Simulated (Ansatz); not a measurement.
# C₂H₆Si: single points off equilibrium

The task here is to estimate one member of a computed series from the others.

Computed with Ansatz 0.2.0, Gaussian basis. Level: single points in def2-TZVPP.

Cores are frozen in the correlated methods.

## Starting geometry

SMILES `C=C[SiH3]`, 9 atoms, charge 0, spin multiplicity 1.

Atoms are counted from 1 here; the program's logs count them from 0.

Bond lengths: C1–C2 1.344 Å, C1–H4 1.037 Å, C1–H5 0.993 Å, C2–Si3 1.880 Å, C2–H6 1.086 Å, Si3–H7 1.559 Å, Si3–H8 1.376 Å, Si3–H9 1.646 Å. Angles: C2–C1–H4 116.3°, C2–C1–H5 123.6°, H4–C1–H5 113.6°, C1–C2–Si3 121.3°, C1–C2–H6 124.3°, Si3–C2–H6 114.0°, C2–Si3–H7 110.4°, C2–Si3–H8 117.8°, C2–Si3–H9 105.7°, H7–Si3–H8 101.8°, H7–Si3–H9 96.1°, H8–Si3–H9 122.3°.

Geometry (Å):

```xyz
9

C    -0.6953    0.9446   -1.0667
C    -0.1261    0.7309    0.1317
Si    0.5015   -0.9707    0.6260
H    -1.1290    0.1209   -1.5232
H    -1.1039    1.8095   -1.3347
H     0.1107    1.5145    0.8459
H     2.0427   -0.9362    0.8584
H     0.3776   -1.9914   -0.2889
H     0.0898   -1.1545    2.2090
```

The first run:

run/in.yaml

```yaml
crystal:
  periodic: [false, false, false]
  atoms:
    - {symbol: C, position_ang: [-0.695300, 0.944600, -1.066700]}
    - {symbol: C, position_ang: [-0.126100, 0.730900, 0.131700]}
    - {symbol: Si, position_ang: [0.501500, -0.970700, 0.626000]}
    - {symbol: H, position_ang: [-1.129000, 0.120900, -1.523200]}
    - {symbol: H, position_ang: [-1.103900, 1.809500, -1.334700]}
    - {symbol: H, position_ang: [0.110700, 1.514500, 0.845900]}
    - {symbol: H, position_ang: [2.042700, -0.936200, 0.858400]}
    - {symbol: H, position_ang: [0.377600, -1.991400, -0.288900]}
    - {symbol: H, position_ang: [0.089800, -1.154500, 2.209000]}
basis:
  gaussian: {orbitals: def2-TZVPP}
correlation: {method: ccsd_t}
output: {forces: true}
```

No record of the launch command was kept for these runs.

Steps of the session up to this table: CCSD(T)/def2-TZVPP; PBE0-D4/def2-TZVPP; wB97M-V/def2-TZVPP; r2SCAN-D4/def2-TZVPP; PBE-D4/def2-TZVPP; CAM-B3LYP-D4/def2-TZVPP; SPW92/def2-TZVPP.

One table of the session follows, with a row left open; its other results are not shown here.

```
      method  RMS force component (eV/Å)  angle to CCSD(T) forces (°)  dipole (D)
     CCSD(T)                       1.640                    reference        1.23
     PBE0-D4                       1.706                          7.8        1.20
     wB97M-V                       1.693                          7.7        1.27
   r2SCAN-D4                       1.674                          6.0        1.21
      PBE-D4                           ?                            ?           ?
CAM-B3LYP-D4                       1.713                          9.1        1.21
       SPW92                       1.757                         11.2        1.05
```

**Question.** Estimate the row for PBE-D4.

**Answer.** RMS force component (eV/Å): 1.676; angle to CCSD(T) forces (°): 6.5; dipole (D): 1.15. In the column «RMS force component (eV/Å)» it lies between r2SCAN-D4 (1.674) and wB97M-V (1.693).
